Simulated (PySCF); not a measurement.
# PySCF run on LiF⁺

Input:

```python
from pyscf import gto, dft, solvent

mol = gto.M(
    atom='Li 0 0 0; F 0 0 2.139',
    basis='x2c-svpall',
    charge=1,
    spin=1,
    verbose=4,
)
mf = dft.UKS(mol, xc='bp86')
mf = mf.sfx2c1e()
mf = solvent.PCM(mf)
mf.with_solvent.eps = 20.5
mf.kernel()
mf.analyze()
print('orbital energies (hartree):', [e[max(0, n-3):n+3].round(4) for e, n in zip(mf.mo_energy, mol.nelec)])
```

```bash
$ python input.py
```

Output (some set-up lines and the per-cycle HOMO/LUMO lines with their warnings removed):

```
PySCF version 2.14.0

[INPUT] Symbol           X                Y                Z      unit          X                Y                Z       unit  Magmom
[INPUT]  1 Li     0.000000000000   0.000000000000   0.000000000000 AA    0.000000000000   0.000000000000   0.000000000000 Bohr   0.0
[INPUT]  2 F      0.000000000000   0.000000000000   2.139000000000 AA    0.000000000000   0.000000000000   4.042124180445 Bohr   0.0

nuclear repulsion = 6.67965623882188
number of shells = 5
number of NR pGTOs = 40
number of NR cGTOs = 23
basis = x2c-svpall
ecp = {}

******** <class 'pyscf.solvent._attach_solvent.PCMsfX2C1eUKS'> ********
method = PCMsfX2C1eUKS
initial guess = minao
damping factor = 0
level_shift factor = 0
DIIS = <class 'pyscf.scf.diis.CDIIS'>
SCF conv_tol = 1e-09
SCF max_cycles = 50
number electrons alpha = 6  beta = 5
XC functionals = bp86

grids dens level: 3

******** <class 'pyscf.x2c.sfx2c1e.SpinFreeX2CHelper'> ********
approx = 1e
xuncontract = 1
******** <class 'pyscf.solvent.pcm.PCM'> (In testing) ********

WARN: PCM is an experimental feature. It is still in testing.
Features and APIs may be changed in the future.

lebedev_order = 29 (302 grids per sphere)
eps = 20.5
frozen = False
tot grids = 27984
PCM E_diel = -0.00113828471860209
Solvent Energy = -0.00113828471860209
init E= -107.198671431612

PCM E_diel = -0.110931433682623
Solvent Energy = -0.110931433682623
cycle= 1 E= -107.115873211454  delta_E= 0.0828  |g|= 0.0823  |ddm|= 0.854
PCM E_diel = -0.110828312729356
Solvent Energy = -0.110828312729356
cycle= 2 E= -107.118655042515  delta_E= -0.00278  |g|= 0.00755  |ddm|= 0.0643
PCM E_diel = -0.110866337719718
Solvent Energy = -0.110866337719718
cycle= 3 E= -107.118679418655  delta_E= -2.44e-05  |g|= 0.00175  |ddm|= 0.00635
PCM E_diel = -0.110863550793412
Solvent Energy = -0.110863550793412
cycle= 4 E= -107.118680317172  delta_E= -8.99e-07  |g|= 0.00086  |ddm|= 0.00145
PCM E_diel = -0.110860844587209
Solvent Energy = -0.110860844587209
cycle= 5 E= -107.118680528636  delta_E= -2.11e-07  |g|= 0.000372  |ddm|= 0.000757
PCM E_diel = -0.110862108924153
Solvent Energy = -0.110862108924153
cycle= 6 E= -107.118680575642  delta_E= -4.7e-08  |g|= 2.19e-05  |ddm|= 0.000252
PCM E_diel = -0.110862075034718
Solvent Energy = -0.110862075034718
cycle= 7 E= -107.118680577012  delta_E= -1.37e-09  |g|= 1.59e-05  |ddm|= 0.000124
PCM E_diel = -0.110862072181217
Solvent Energy = -0.110862072181217
cycle= 8 E= -107.118680578257  delta_E= -1.24e-09  |g|= 1.59e-05  |ddm|= 0.000123
PCM E_diel = -0.110862073448042
Solvent Energy = -0.110862073448042
cycle= 9 E= -107.118680601333  delta_E= -2.31e-08  |g|= 1.56e-05  |ddm|= 0.0023
PCM E_diel = -0.110862089898945
Solvent Energy = -0.110862089898945
cycle= 10 E= -107.118680806149  delta_E= -2.05e-07  |g|= 8.3e-05  |ddm|= 0.0235
PCM E_diel = -0.110862269565095
Solvent Energy = -0.110862269565095
cycle= 11 E= -107.118680297791  delta_E= 5.08e-07  |g|= 0.00142  |ddm|= 0.0754
PCM E_diel = -0.110862078976466
Solvent Energy = -0.110862078976466
cycle= 12 E= -107.118680689862  delta_E= -3.92e-07  |g|= 3.33e-05  |ddm|= 0.0895
PCM E_diel = -0.11086207930505
Solvent Energy = -0.11086207930505
cycle= 13 E= -107.118680683845  delta_E= 6.02e-09  |g|= 3.82e-05  |ddm|= 0.000648
PCM E_diel = -0.110862114410827
Solvent Energy = -0.110862114410827
cycle= 14 E= -107.1186808013  delta_E= -1.17e-07  |g|= 0.000223  |ddm|= 0.0368
PCM E_diel = -0.110862093625768
Solvent Energy = -0.110862093625768
cycle= 15 E= -107.11868092636  delta_E= -1.25e-07  |g|= 9.91e-06  |ddm|= 0.00815
PCM E_diel = -0.110862132522361
Solvent Energy = -0.110862132522361
cycle= 16 E= -107.118680854575  delta_E= 7.18e-08  |g|= 0.000242  |ddm|= 0.0248
PCM E_diel = -0.110862108722008
Solvent Energy = -0.110862108722008
cycle= 17 E= -107.118680892445  delta_E= -3.79e-08  |g|= 4.8e-05  |ddm|= 0.00338
PCM E_diel = -0.11086210100024
Solvent Energy = -0.11086210100024
cycle= 18 E= -107.118680892912  delta_E= -4.67e-10  |g|= 2.67e-05  |ddm|= 0.00126
PCM E_diel = -0.11086211281076
Solvent Energy = -0.11086211281076
Extra cycle  E= -107.118680893144  delta_E= -2.32e-10  |g|= 4.18e-06  |ddm|= 1.46e-05
converged SCF energy = -107.118680893144  <S^2> = 0.75097145  2S+1 = 2.0009712
**** SCF Summaries ****
Total Energy =                        -107.118680893144159
Nuclear Repulsion Energy =               6.679656238821881
One-electron Energy =                 -159.145958266203650
Two-electron Energy =                   45.458483247048385
Two-electron Coulomb Energy =           57.511054311889552
DFT Exchange-Correlation Energy =      -12.052571064841169
**** MO energy ****
                             alpha | beta                alpha | beta
MO #1   energy= -24.4693619860703  | -24.4408744038465  occ= 1 | 1
MO #2   energy= -1.98317143086282  | -1.9832391376832   occ= 1 | 1
MO #3   energy= -1.15827496218122  | -1.08758251411976  occ= 1 | 1
MO #4   energy= -0.541540005894301 | -0.440494204582897 occ= 1 | 1
MO #5   energy= -0.467994296145466 | -0.424763961380997 occ= 1 | 1
MO #6   energy= -0.452581050605999 | -0.388628001079069 occ= 1 | 0
MO #7   energy= -0.0334934057665652 | -0.0313939775533765 occ= 0 | 0
MO #8   energy= 0.0453357804818269 | 0.0448944572721479 occ= 0 | 0
MO #9   energy= 0.0460831163841485 | 0.0502323355626777 occ= 0 | 0
[14 lines left out]

To work with the spin densities directly, `use mulliken_meta_spin()` only printing them here.

 ** Mulliken spin pop alpha/beta on meta-lowdin orthogonal AOs **
 ** Mulliken Spin Density (per AO)  **
 ** Mulliken Spin Density (per atom)  **
spin density of  0 Li =     -0.00330
spin density of  1 F =      1.00330
 ** Mulliken pop alpha/beta on meta-lowdin orthogonal AOs **
 ** Mulliken pop       alpha | beta **
pop of  0 Li 1s        0.99969 | 0.99969
pop of  0 Li 2s        0.01777 | 0.01985
pop of  0 Li 3s        0.00078 | 0.00105
pop of  0 Li 2px       0.00060 | 0.00049
pop of  0 Li 2py       0.00081 | 0.00094
pop of  0 Li 2pz       0.00122 | 0.00171
pop of  0 Li 3px       0.00007 | 0.00004
pop of  0 Li 3py       0.00008 | 0.00008
pop of  0 Li 3pz       0.00131 | 0.00176
pop of  1 F 1s        0.99999 | 0.99999
pop of  1 F 2s        0.98827 | 0.98690
pop of  1 F 3s        0.00013 | 0.00041
[11 lines left out]
In total             6.00000 | 5.00000
 ** Mulliken atomic charges   ( Nelec_alpha | Nelec_beta ) **
charge of  0Li =      0.95207  (     1.02231      1.02562 )
charge of  1F =      0.04793  (     4.97769      3.97438 )
Dipole moment(X, Y, Z, Debye): -0.00000,  0.00000,  0.44322
orbital energies (hartree): [array([-0.5415, -0.468 , -0.4526, -0.0335,  0.0453,  0.0461]), array([-1.0876, -0.4405, -0.4248, -0.3886, -0.0314,  0.0449])]
```

In short: E(SCF) = -107.118681 Eh, ⟨S²⟩ = 0.751.

Wall time 2.8 s on one thread of a shared host.

The bond length is a typed value, not an optimised one. The dipole of an ion depends on the origin. No search for the lowest solution was made.
